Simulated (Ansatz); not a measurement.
How the Voigt–Reuss–Hill bulk modulus of wurtzite AlN moves with the method

No measured value is used here.

Problem. Put these levels in order of the Voigt–Reuss–Hill bulk modulus that they give for wurtzite AlN, smallest first: Hartree–Fock (Ansatz, a quantum-chemistry and plane-wave program), PBE (Ansatz), r²SCAN+rVV10 (Ansatz).

Solution. PBE (193 GPa), r²SCAN+rVV10 (212 GPa), Hartree–Fock (230 GPa)

Unless a cell is named, each level is at its own relaxed cell (PBE 10.65, r²SCAN+rVV10 10.37, Hartree–Fock 10.34 Å³/atom).

Each level is taken at its own relaxed cell. Cutoffs and k meshes differ between the levels. Ansatz's density-functional and Hartree–Fock values are scalar-relativistic unless marked +SOC, with PAW data made under PBE.
